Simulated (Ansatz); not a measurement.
System: rutile MnF₂. Method: PBE (PAW; Ansatz, a program for electronic structure).

Excerpt of the program's output:

```
Relaxation: its limit of steps is 80 (relax.max_steps)
Crystal: 6 atoms, lattice volume = 84.169 Å³
Basis set: ecut = 520 eV, 2265 PW (Γ), exchange–correlation on 80×80×54 points (8 copies of the dense FFT grid, shifted against one another)
Bands: 41, of which v1, the nominal top of the filled ones, is band 29 counted from 1 (28 counted from 0)
Symmetry: 8 space group operations
Space group: Cmmm (ITA 65), of the structure as read, at distance tolerance 4.4e-5 Å
k-points: 126 of 640
Initial density: superposition of atomic densities (chi_scale 0.1, normalization cell, long waves kept (reshape's long-wave potential 0.02 eV rms))
Functional: x = pbe(κ = 0.804, μ = 0.2195149727645171), c = pbe(β = 0.06672455060314922)
spin=Collinear: Resta preconditioning applied to the charge; magnetization (m = ρ↑ − ρ↓) channel mixes plain (no charge-response kernel on spin).
SCF 1 converged in 12 iterations: F = -11034.084377 eV  dr2 = 1.06e-8
Crystal: 6 atoms, lattice volume = 84.169 Å³
Initial density: handed on by an earlier stage of this run
spin=Collinear: Resta preconditioning applied to the charge; magnetization (m = ρ↑ − ρ↓) channel mixes plain (no charge-response kernel on spin).
SCF 2 converged in 4 iterations: F = -11034.084998 eV  dr2 = 5.38e-8
Crystal: 6 atoms, lattice volume = 84.169 Å³
spin=Collinear: Resta preconditioning applied to the charge; magnetization (m = ρ↑ − ρ↓) channel mixes plain (no charge-response kernel on spin).
SCF 3 converged in 5 iterations: F = -11034.086237 eV  dr2 = 8.09e-8
Crystal: 6 atoms, lattice volume = 84.169 Å³
spin=Collinear: Resta preconditioning applied to the charge; magnetization (m = ρ↑ − ρ↓) channel mixes plain (no charge-response kernel on spin).
SCF 4 converged in 5 iterations: F = -11034.086388 eV  dr2 = 5.65e-9
Crystal: 6 atoms, lattice volume = 84.169 Å³
Basis set: ecut = 520 eV, 2265 PW (Γ), exchange–correlation on 80×80×50 points (8 copies of the dense FFT grid, shifted against one another)
spin=Collinear: Resta preconditioning applied to the charge; magnetization (m = ρ↑ − ρ↓) channel mixes plain (no charge-response kernel on spin).
SCF 5 converged in 6 iterations: F = -11034.086375 eV  dr2 = 2.42e-12
SCF converged after 6 iterations
Magnetization: 0.0000 μB (29.0000 up, 29.0000 down)
Free energy (F): -11034.086375 eV
Internal energy: -11034.086375 eV  (E = F + TS)
E sigma→0 (E₀):  -11034.086375 eV
Fermi energy:    6.782097 eV
--- Forces (eV/Å), atoms counted from 1 ---
  atom   1  Mn     0.00000000    -0.00000000     0.00000000
  atom   2  Mn     0.00000000     0.00000000     0.00000000
  atom   3  F     -0.00004500    -0.00004500     0.00000000
  atom   4  F     -0.00027287     0.00027287     0.00000000
  atom   5  F      0.00027287    -0.00027287     0.00000000
  atom   6  F      0.00004500     0.00004500     0.00000000
--- Stress (GPa, compression-positive) ---
       -2.927564       0.000163       0.000000
        0.000163      -2.927564       0.000000
        0.000000       0.000000      -2.932520
  P = ⅓ Tr σ = -2.9292 GPa (-29.292 kbar)
```

Write an input file that could have produced this run (the log leaves some choices open).

One answer among several that fit: 
Ansatz 0.2 input:
```yaml
crystal:
  lattice:
    - [5.0020456582, 0.0000003474, 0.0]
    - [0.0000003474, 5.0020456582, 0.0]
    - [0.0, 0.0, 3.3640234699]
  atoms:
    - { symbol: Mn, position: [0.0, 0.0, 0.0], spin: 5.0 }
    - { symbol: Mn, position: [0.5, 0.5, 0.5], spin: -5.0 }
    - { symbol: F, position: [0.3034993, 0.3034993, 0.0], spin: 0.0 }
    - { symbol: F, position: [0.803499296, 0.196500704, 0.5], spin: 0.0 }
    - { symbol: F, position: [0.196500704, 0.803499296, 0.5], spin: 0.0 }
    - { symbol: F, position: [0.6965007, 0.6965007, 0.0], spin: 0.0 }
basis:
  ecutwfc: 520
  ecutrho_ratio: 4
  xc_grid: 2
kpoints:
  mp_grid: { grid: [8, 8, 10] }
hamiltonian:
  xc: pbe
  dispersion: none
  pseudopotentials: { kind: paw }
scf:
  occupations: { method: fermi_dirac, width: 0.01 }
output:
  forces: true
  stress: true
  eigenvalues: true
magnetization:
  spin_polarized: true
relax:
  f_tol: 0.004
  escape_saddle: false
  max_steps: 80
  cell: { stress_tol: 0.02, fix: [volume] }
```

The cell is one volume of an energy–volume scan, off the minimum.

Note: without U or exact exchange, gaps and moments of open d shells tend to come out too small.
